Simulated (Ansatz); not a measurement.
# C4H10OS: up Jacob's ladder to CCSD(T)

An exercise on one series of results from a longer session: the logs are not shown, and one member is left open.

Computed with Ansatz 0.2.0, Gaussian basis. Level: functionals in def2-TZVPP, the program's frozen cores in correlated methods.

Plan: LDA (SPW92), PBE-D4, revPBE-D4, BLYP-D4, r2SCAN-D4, B97M-V, PBE0-D4, B3LYP-D4, r2SCANh-D4, r2SCAN0-D4, HSE06-D4, BHLYP-D4, CAM-B3LYP-D4, LC-ωPBE, ωB97X-V, ωB97M-V, B2PLYP, PBE-QIDH; CCSD(T)/def2-SVP; CCSD(T)/def2-TZVPP; MP2/def2-QZVPP; extrapolation to the limit; RPA on PBE.

## Structure used throughout

The geometry comes from an earlier relaxation with PBE0-D4 in a triple-zeta def2 set; it is a stationary point, not always the lowest conformer.

SMILES `CCS(=O)CC`, 16 atoms, charge 0, spin multiplicity 1.

Atoms are counted from 1 here; the program's logs count them from 0.

Bond lengths: C1–C2 1.513 Å, C1–H7 1.092 Å, C1–H8 1.091 Å, C1–H9 1.092 Å, C2–S3 1.817 Å, C2–H10 1.093 Å, C2–H11 1.094 Å, S3–O4 1.486 Å, S3–C5 1.810 Å, C5–C6 1.515 Å, C5–H12 1.094 Å, C5–H13 1.092 Å, C6–H14 1.092 Å, C6–H15 1.092 Å, C6–H16 1.091 Å. Angles: C2–C1–H7 110.2°, C2–C1–H8 112.2°, C2–C1–H9 109.8°, H7–C1–H8 107.7°, H7–C1–H9 108.4°, H8–C1–H9 108.4°, C1–C2–S3 113.8°, C1–C2–H10 110.9°, C1–C2–H11 113.6°, S3–C2–H10 103.3°, S3–C2–H11 106.9°, H10–C2–H11 107.5°, C2–S3–O4 107.0°, C2–S3–C5 98.3°, O4–S3–C5 106.6°, S3–C5–C6 109.2°, S3–C5–H12 106.9°, S3–C5–H13 107.7° and more.

Set-up of the first run:

File in.yaml:

```yaml
crystal:
  periodic: [false, false, false]
  atoms:
    - {symbol: C, position_ang: [-0.122164, 0.240064, 2.156004]}
    - {symbol: C, position_ang: [0.469310, -0.916395, 1.379709]}
    - {symbol: S, position_ang: [-0.260033, -1.142053, -0.269004]}
    - {symbol: O, position_ang: [-1.728635, -0.973226, -0.120253]}
    - {symbol: C, position_ang: [0.360672, 0.373289, -1.040046]}
    - {symbol: C, position_ang: [-0.192772, 0.480613, -2.446220]}
    - {symbol: H, position_ang: [0.152450, 0.165699, 3.210122]}
    - {symbol: H, position_ang: [0.229431, 1.205671, 1.789865]}
    - {symbol: H, position_ang: [-1.211159, 0.218010, 2.081141]}
    - {symbol: H, position_ang: [0.263190, -1.866972, 1.878474]}
    - {symbol: H, position_ang: [1.552117, -0.844289, 1.242046]}
    - {symbol: H, position_ang: [1.453120, 0.311640, -1.029800]}
    - {symbol: H, position_ang: [0.041190, 1.215708, -0.422812]}
    - {symbol: H, position_ang: [0.137192, 1.409091, -2.916240]}
    - {symbol: H, position_ang: [0.139843, -0.352972, -3.069090]}
    - {symbol: H, position_ang: [-1.283752, 0.476124, -2.423897]}
basis:
  gaussian: {orbitals: def2-TZVPP}
hamiltonian: {xc: lda}
output: {orbitals: {seedname: orbitals}}
```

Command:

```
> ansatz run in.yaml --threads 2 --pin off --events-out ev --progress --plain --max-ram 32768MiB --backend cuda --devices 0, --max-vram 18GiB
```

Steps of the session up to this table: LDA; PBE-D4 (GGA); revPBE-D4 (GGA); BLYP-D4 (GGA); r2SCAN-D4 (meta-GGA); B97M-V (meta-GGA); B3LYP-D4 (hybrid); r2SCANh-D4 (hybrid); r2SCAN0-D4 (hybrid); HSE06-D4 (hybrid); BHLYP-D4 (hybrid); CAM-B3LYP-D4 (range-separated); LC-ωPBE (range-separated); ωB97X-V (range-separated); ωB97M-V (range-separated); B2PLYP (double hybrid); PBE-QIDH (double hybrid).

One of the session's tables, all rows but one given; the rest of the session is left out.

It belongs to the step «Orbital energies across the functionals». 

```
  functional  HOMO (eV)  LUMO (eV)  gap (eV)
 LDA (SPW92)      -5.33      -0.28      5.06
      PBE-D4      -5.16      -0.06      5.10
   revPBE-D4      -5.09       0.04      5.12
     BLYP-D4      -5.06       0.00      5.06
   r2SCAN-D4      -5.39       0.35      5.74
      B97M-V      -5.52       0.14      5.66
     PBE0-D4      -6.50       0.84      7.34
    B3LYP-D4      -6.29       0.54      6.83
  r2SCANh-D4      -5.90       0.69      6.59
  r2SCAN0-D4      -6.67       1.16      7.83
    HSE06-D4      -6.10       0.47      6.57
    BHLYP-D4      -7.79       1.55      9.34
CAM-B3LYP-D4      -7.88       1.70      9.59
     LC-ωPBE          ?          ?         ?
     ωB97X-V      -8.86       2.79     11.64
     ωB97M-V      -8.79       2.41     11.19
```

Estimate the missing values for LC-ωPBE.

As computed: HOMO (eV): -9.16; LUMO (eV): 2.99; gap (eV): 12.16. In the column «HOMO (eV)» it is the lowest.
